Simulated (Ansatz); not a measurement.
Compare A (`C=CNCC`) with its isomer B (`CC(C)C=N`).

Program: Ansatz. Geometries: PBE0-D4/def2-TZVP. ΔE: electronic, gas phase. CBS: MP2 limit from def2 TZ/QZ plus the TZ coupled-cluster correction, frozen cores. Functionals use def2-TZVPP. B3LYP here is the variant with VWN-RPA as its local correlation; programs differ in this. Each species was taken in one conformer, which may not be the lowest.

A:

Z-matrix (Å, degrees):
```
C
C 1 1.521
N 1 1.446 2 114.6
H 1 1.094 2 110.1 3 -122.2
H 1 1.095 2 109.9 3 121.1
H 2 1.093 1 110.9 3 60.8
H 2 1.093 1 111.0 3 -179.2
H 2 1.093 1 110.8 3 -58.9
C 3 1.375 1 119.4 2 73.4
H 3 1.009 1 114.4 2 -67.3
C 9 1.334 3 127.2 1 -151.9
H 9 1.088 3 113.1 1 31.2
H 11 1.080 9 120.2 3 -174.7
H 11 1.085 9 122.0 3 3.6
```

B:

```xyz
14

C     0.9401   -0.9402   -0.7767
C     0.3998    0.2229    0.0533
C    -0.6963    0.9766   -0.6755
C    -0.0154   -0.2848    1.4085
N    -1.1331   -0.1868    1.9866
H     1.7308   -1.4761   -0.2462
H     0.1441   -1.6549   -1.0025
H     1.3524   -0.5826   -1.7227
H     1.2377    0.9106    0.2379
H    -1.0552    1.8328   -0.0987
H    -1.5502    0.3259   -0.8868
H    -0.3280    1.3534   -1.6317
H     0.7742   -0.8206    1.9488
H    -1.8010    0.3237    1.4057
```

Q: Which isomer does CCSD(T)/CBS put lower? Give the gap. (Estimate.)

A: Ansatz gave: B, by 8.8 kcal/mol.

Q: Give E(B) − E(A) in kcal/mol with HF/def2-TZVPP, B3LYP, r2SCAN-D4, CCSD(T)/def2-TZVPP, PBE0-D4, B3LYP-D4, MP2/def2-TZVPP. (Best estimate.)

A: Computed: HF/def2-TZVPP -7.3, B3LYP -5.3, r2SCAN-D4 -6.5, CCSD(T)/def2-TZVPP -9.7, PBE0-D4 -6.4, B3LYP-D4 -6.0, MP2/def2-TZVPP -9.4. None reverses the order clearly.

Largest T1 diagnostic: 0.011.

In def2-TZVPP, CCSD(T) changes the Hartree–Fock value by −2.4 kcal/mol (the triples alone add −0.2 kcal/mol) and MP2 by −2.2 kcal/mol.
